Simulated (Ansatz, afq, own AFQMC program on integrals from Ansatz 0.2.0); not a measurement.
## Where AFQMC and coupled cluster stand for BH₃Cl, doublet

```
atom    x (Å)    y (Å)   z (Å)
   B  -2.0565   0.0000  0.0000
   H  -2.6533   1.0336  0.0000
   H  -2.6533  -1.0336  0.0000
   H  -0.6855   0.0000  0.0000
  Cl   0.7975   0.0000  0.0000
```

Connectivity, by distances: BH2 ··· Cl, 1 bridging H.

Basis cc-pVTZ. Only valence electrons are correlated. AFQMC by an in-house program on the Cholesky factors that Ansatz 0.2.0 writes for its CCSD(T) run. ph-AFQMC/CISD is guided by a CISD state made of CCSD amplitudes; releasing the constraint for a short imaginary time cuts its bias at the price of noise, slowly where states lie close. Error bars are statistical, one sigma.

Determinant: UHF, the one that the program's search chose, which needn't be the lowest solution. The geometry is a point of a scan.

No full CI on the walks' own integrals is used here. The released AFQMC energy serves as the reference, which it does only where one determinant dominates, the energy is flat over the last release times and near the phaseless one (40 meV or 2 meV an electron, half that with transition metals). On small molecules, where full CI could be run and the noise was under 10 meV, such values lay within 10 meV of it in 19 cases of 20, a flattering rate, since the rule was set on those same cases; what remains of the bias isn't in the error bar.

Cautions: the released value is read at 1.62 1/Eh, later times being too noisy (meV from the phaseless value at times in 1/Eh: -14 ± 6 at 0.24, -21 ± 5 at 0.51, -22 ± 5 at 0.99, -20 ± 8 at 1.62, -17 ± 11 at 2.40).

```
T1 diagnostic                               : 0.0125
weight of the determinant in the CISD state : 0.870
⟨S²⟩ of the determinant                     : 0.777
size of the correlated space                : 13 electrons in 100 orbitals
```

Reference: AFQMC with the constraint released, correlation energy -9.489 ± 0.008 eV.

```json
{"level": "HF", "E − E(reference) (mEh)": "348.73 ± 0.28", "share of correlation (%)": "0.00"}
{"level": "MP2", "E − E(reference) (mEh)": "52.14 ± 0.28", "share of correlation (%)": "85.05"}
{"level": "CCSD", "E − E(reference) (mEh)": "13.02 ± 0.28", "share of correlation (%)": "96.27"}
{"level": "CCSD(T)", "E − E(reference) (mEh)": "1.60 ± 0.28", "share of correlation (%)": "99.54"}
{"level": "ph-AFQMC/HF", "E − E(reference) (mEh)": "-0.65 ± 1.04", "share of correlation (%)": "100.19"}
{"level": "ph-AFQMC/CISD", "E − E(reference) (mEh)": "0.72 ± 0.34", "share of correlation (%)": "99.79"}
```

A walk keeps the symmetry of its determinant, which the program's search chose and which needn't be the lowest solution, so a lower state of the same spin and another symmetry isn't excluded. Released energies are given only where the last usable release times agree within the noise; a slower fall can still hide under it.
